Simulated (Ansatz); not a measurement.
The inner images of a band of BFH2 + H2 (6 atoms, charge 0, multiplicity 1) are given out of order.

The calculation used RKS PBE0/def2-SVP in Ansatz.

First end point:

```xyz
6
Properties=species:S:1:pos:R:3
B -0.010 0.462 0.024
F -0.020 0.929 1.256
H 1.063 0.302 -0.512
H -1.074 0.236 -0.504
H 0.082 -2.399 0.661
H 0.070 -2.057 1.340
```

Last end point:

```xyz
6
Properties=species:S:1:pos:R:3
B 0.014 -0.352 -0.217
F 0.010 -0.047 1.657
H 1.040 0.219 -0.502
H -1.045 0.155 -0.497
H 0.052 -1.563 -0.092
H 0.041 -0.939 1.915
```

Question: Put them in order from the first end to the last, with their energies above the first end.
A.
```xyz
6
Properties=species:S:1:pos:R:3
B 0.013 -0.233 0.021
F 0.011 0.063 1.623
H 1.061 0.110 -0.456
H -1.056 0.056 -0.449
H 0.046 -1.519 0.285
H 0.036 -1.003 1.240
```
B.
```xyz
6
Properties=species:S:1:pos:R:3
B 0.009 -0.046 0.173
F 0.002 0.344 1.515
H 1.055 0.056 -0.434
H -1.044 0.002 -0.429
H 0.049 -1.610 0.358
H 0.042 -1.272 1.081
```
C.
```xyz
6
Properties=species:S:1:pos:R:3
B 0.001 0.158 0.149
F -0.010 0.633 1.393
H 1.065 0.062 -0.420
H -1.058 0.001 -0.415
H 0.062 -1.815 0.419
H 0.051 -1.564 1.139
```
D.
```xyz
6
Properties=species:S:1:pos:R:3
B 0.014 -0.322 -0.136
F 0.011 -0.014 1.688
H 1.054 0.177 -0.480
H -1.054 0.117 -0.474
H 0.049 -1.531 0.110
H 0.037 -0.953 1.556
```
E.
```xyz
6
Properties=species:S:1:pos:R:3
B -0.005 0.319 0.085
F -0.017 0.845 1.295
H 1.066 0.147 -0.446
H -1.068 0.085 -0.439
H 0.076 -2.077 0.523
H 0.060 -1.845 1.247
```

Answer: E (+0.01 eV), C (+0.11 eV), B (+0.59 eV), A (+1.50 eV), D (+1.25 eV).

Time of the run: 19 s on 1 thread of AMD EPYC 9R45 96-Core Processor (Zen 5), on a shared host, peak memory 0.1 GiB.
